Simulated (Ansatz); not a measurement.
System: fcc Pb. Method: r²SCAN (plane waves, PAW; Ansatz, a program for electronic structure).

Settings: plane-wave cutoff 500 eV, 4×4×4 k mesh, Fermi–Dirac smearing 0.1 eV, cell of 108 sites, scalar-relativistic PAW data made under PBE.

Q: Give the computed vacancy formation energy and vacancy formation energy before relaxation.

A: 
- vacancy formation energy: 0.29 eV
- vacancy formation energy before relaxation: 0.38 eV

Measured, for comparison: vacancy formation energy 0.58 eV (not corrected to a static lattice, monovacancy; as tabulated in Garrity and Choudhary (2023), arXiv:2112.11585). Computed (rounded) less measured: vacancy formation energy -0.29 eV.

Note: energies are extrapolated to zero smearing, and mesh and cell size move such values by some hundredths of an eV or more.

Spin–orbit coupling is not included; it can shift volumes and moduli of such heavy elements.
